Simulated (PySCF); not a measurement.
# C2H6Cl (CH3 ... Cl- ... CH3): the cost of one run

Computed with PySCF 2.14.0 and routines of our own; the level stands in each step. Atoms count from 0.

## Step 1: The system as given

9 atoms, charge -1, high-spin multiplicity 3; geometry from: GFN2-xTB fragments, placed rigidly.

The system (radical pair across a spacer): CH3···Cl-···CH3. The radical centres are 6.23 Å apart, face to face; the spin sites are atoms 0, 1, 2, 3 (1 unpaired) and atoms 4, 5, 6, 7 (1 unpaired).

## Step 2: Magnetic exchange: CASSCF and SC-NEVPT2/def2-TZVP (2,2)

What the job is given:

```
{"job": {"kind": "cas", "basis": "def2-TZVP", "active": "magnetic", "zfs": true}, "charge": -1, "high_spin_multiplicity": 3, "spin_sites": [[[0, 1, 2, 3], 1], [[4, 5, 6, 7], 1]]}
C     -0.000000    -0.000000    -3.115000
H      0.651900    -0.845100    -3.115200
H      0.406000     0.987200    -3.115200
H     -1.058000    -0.141900    -3.115200
C     -0.000000    -0.000000     3.115000
H     -0.845100     0.651900     3.115200
H      0.987200     0.406000     3.115200
H     -0.141900    -1.058000     3.115200
Cl    -0.000000    -0.000000     0.000000
```

Level: CASSCF and SC-NEVPT2/def2-TZVP spin states, gas phase.

The run is started by

```sh
> OMP_NUM_THREADS=1 python exch_run.py task.json out
```

This one command runs all jobs of the session in turn.

**Question.** How long does this first job take on 1 thread of Arm Neoverse N1, shared host?

About 7.4 s.
